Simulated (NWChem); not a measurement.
System: benzene (C₆H₆); SMILES c1ccccc1

Input file for NWChem:

```
start job
memory heap 200 mb stack 900 mb global 1100 mb
geometry units angstroms noautoz
  C      1.342307     0.379462     0.000000
  C      0.342529     1.352203     0.000000
  C     -0.999777     0.972740     0.000000
  C     -1.342307    -0.379462     0.000000
  C     -0.342529    -1.352203     0.000000
  C      0.999777    -0.972740     0.000000
  H      2.394060     0.676901     0.000000
  H      0.610816     2.411768     0.000000
  H     -1.783244     1.734866     0.000000
  H     -2.394060    -0.676901     0.000000
  H     -0.610816    -2.411768     0.000000
  H      1.783244    -1.734866     0.000000
end
basis spherical
  * library 3-21g
end
dft
  xc hfexch
  iterations 150
  mulliken
end
task dft gradient
```

NWChem printed, in part:

```
             Northwest Computational Chemistry Package (NWChem) 7.3.0
             --------------------------------------------------------

 D6H symmetry detected

                             Geometry "geometry" -> ""
                             -------------------------

 Output coordinates in angstroms (scale by  1.889725989 to convert to a.u.)

  No.       Tag          Charge          X              Y              Z
 ---- ---------------- ---------- -------------- -------------- --------------
    1 C                    6.0000     0.98635150     0.98635150     0.00000000
    2 C                    6.0000    -0.36102971     1.34738121     0.00000000
    3 C                    6.0000    -1.34738121     0.36102971     0.00000000
    4 C                    6.0000    -0.98635150    -0.98635150     0.00000000
    5 C                    6.0000     0.36102971    -1.34738121     0.00000000
    6 C                    6.0000     1.34738121    -0.36102971     0.00000000
    7 H                    1.0000     1.75922135     1.75922135     0.00000000
    8 H                    1.0000    -0.64391970     2.40314105     0.00000000
    9 H                    1.0000    -2.40314105     0.64391970     0.00000000
   10 H                    1.0000    -1.75922135    -1.75922135     0.00000000
   11 H                    1.0000     0.64391970    -2.40314105     0.00000000
   12 H                    1.0000     2.40314105    -0.64391970     0.00000000

 Effective nuclear repulsion energy (a.u.)     203.2292175910

      Symmetry information
      --------------------

 Group name             D6h
 Group number             30
 Group order              24
 No. of unique centers     2

  xc_inp: hfexch multiplicative factor not found.

                                 NWChem DFT Module
                                 -----------------

 Summary of "ao basis" -> "ao basis" (spherical)
 ------------------------------------------------------------------------------
       Tag                 Description            Shells   Functions and Types
 ---------------- ------------------------------  ------  ---------------------
 C                           3-21g                   5        9   3s2p
 H                           3-21g                   2        2   2s

      Symmetry analysis of basis
      --------------------------

        a1g         7
        a1u         0
        a2g         2
        a2u         2
        b1g         0
        b1u         7
        b2g         2
        b2u         2
        e1g         4
        e1u        18
        e2g        18
        e2u         4

            General Information
            -------------------
          SCF calculation type: DFT
          Wavefunction type:  closed shell.
          No. of atoms     :    12
          No. of electrons :    42
           Alpha electrons :    21
            Beta electrons :    21
          Charge           :     0
          Spin multiplicity:     1
          Use of symmetry is: on ; symmetry adaption is: on
          Maximum number of iterations: 150
          AO basis - number of functions:    66
                     number of shells:    42
          Convergence on energy requested:  1.00D-06
          Convergence on density requested:  1.00D-05
          Convergence on gradient requested:  5.00D-04

              XC Information
              --------------
                     Hartree-Fock (Exact) Exchange  1.000

      Superposition of Atomic Density Guess
      -------------------------------------

 Sum of atomic energies:        -227.75976746

      Non-variational initial energy
      ------------------------------

 Total energy =    -231.997948
 1-e energy   =    -707.393799
 2-e energy   =     272.166634
 HOMO         =      -0.286489
 LUMO         =       0.019091

      Symmetry analysis of molecular orbitals - initial
      -------------------------------------------------

  Numbering of irreducible representations:

     1 a1g         2 a1u         3 a2g         4 a2u         5 b1g
     6 b1u         7 b2g         8 b2u         9 e1g        10 e1u
    11 e2g        12 e2u

  Orbital symmetries:

     1 a1g         2 e1u         3 e1u         4 b1u         5 e2g
     6 e2g         7 a1g         8 e1u         9 e1u        10 e2g
    11 e2g        12 a1g        13 b1u        14 b2u        15 e1u
    16 e1u        17 a2u        18 e2g        19 e2g        20 e1g
    21 e1g        22 e2u        23 e2u        24 a1g        25 b2g
    26 e1u        27 e1u        28 e2g        29 e2g        30 b1u
    31 e2g

     ---------------------------------------------
      Total Density - Mulliken Population Analysis
     ---------------------------------------------

[...]

                         DFT ENERGY GRADIENTS

    atom               coordinates                        gradient
                 x          y          z           x          y          z
   1 C       1.863934   1.863934   0.000000   -0.002688  -0.002688   0.000000
   2 C      -0.682247   2.546181   0.000000    0.000984  -0.003672   0.000000
   3 C      -2.546181   0.682247   0.000000    0.003672  -0.000984   0.000000
   4 C      -1.863934  -1.863934   0.000000    0.002688   0.002688   0.000000
   5 C       0.682247  -2.546181   0.000000   -0.000984   0.003672  -0.000000
   6 C       2.546181  -0.682247   0.000000   -0.003672   0.000984  -0.000000
   7 H       3.324446   3.324446   0.000000    0.010683   0.010683   0.000000
   8 H      -1.216832   4.541278   0.000000   -0.003910   0.014594   0.000000
   9 H      -4.541278   1.216832   0.000000   -0.014594   0.003910   0.000000
  10 H      -3.324446  -3.324446   0.000000   -0.010683  -0.010683   0.000000
  11 H       1.216832  -4.541278   0.000000    0.003910  -0.014594  -0.000000
  12 H       4.541278  -1.216832   0.000000    0.014594  -0.003910  -0.000000
```

Level: Hartree-Fock/3-21G. Geometry: optimised at PBE0/def2-SVP.
